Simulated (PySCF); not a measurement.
Species: F2.
Cartesian coordinates in Å at the PBE0-D3(BJ)/def2-SVP level; atoms count from 1:
```
atom  x, y, z in Å
F1    -0.385    0.486   -0.157
F2     0.429   -0.577    0.163
```

Level of theory: core-valence-separated Tamm–Dancoff BHandHLYP/aug-pcX-1 in PySCF, non-relativistic, gas phase, PBE0-D3(BJ)/def2-SVP geometry. No empirical shift is added; at this level the pattern usually sits a few eV under experiment.

The lowest roots of each edge with f over 0.003 (five at most, numbered afresh; weaker and dark ones are left out), with transition dipoles (au) in the frame of the coordinates:

| root | edge | E (eV) | μx | μy | μz |
| --- | --- | --- | --- | --- | --- |
| 1 | F | 679.03 | 0.0573 | -0.0748 | 0.0225 |
| 2 | F | 691.33 | 0.0137 | -0.0179 | 0.0054 |
| 3 | F | 692.22 | 0.0062 | -0.0036 | -0.0278 |
| 4 | F | 692.22 | -0.0224 | -0.0179 | -0.0027 |

What are the oscillator strengths?

f = (2/3) ΔE |μ|², with ΔE in hartree (27.2114 eV):

```
root  ΔE (Eh)  |μ|² (au)      f  core hole on
   1  24.9539   0.009376  0.156         F1/F2
   2  25.4061   0.000539  0.009         F1/F2
   3  25.4384   0.000826  0.014         F1/F2
   4  25.4384   0.000826  0.014         F1/F2
```

What is the unit vector of the molecular axis, and which share of each root's |μ|² lies along it?

(-0.59, 0.77, -0.23), up to sign.

| root | core hole on | share along it | final orbital |
| --- | --- | --- | --- |
| 1 | F1/F2 | 1.00 | σ |
| 2 | F1/F2 | 1.00 | σ |
| 3 | F1/F2 | 0.00 | π |
| 4 | F1/F2 | 0.00 | π |

The 1s orbitals are σ, so light polarised along the axis reaches σ orbitals and light across it π orbitals.

For fixed molecules, how does the intensity of root 1 change when the electric field is turned 60° away from the molecular axis?

Intensity goes as (E·μ)², and μ lies along that direction, so it falls to cos²60° = 0.25 of its maximum; it vanishes at 90°.

Molecules are fixed in this frame and the field points along z. What effective strengths 3 f cos²θ do the roots have (θ between field and μ)?

root 1 (F1/F2): 0.025, root 2 (F1/F2): 0.002, root 3 (F1/F2): 0.039, root 4 (F1/F2): 0.000. Root 3 is the strongest. Averaged over all orientations cos²θ is 1/3, which gives f back. For degenerate partners only the sum has meaning, as the program may mix them freely.

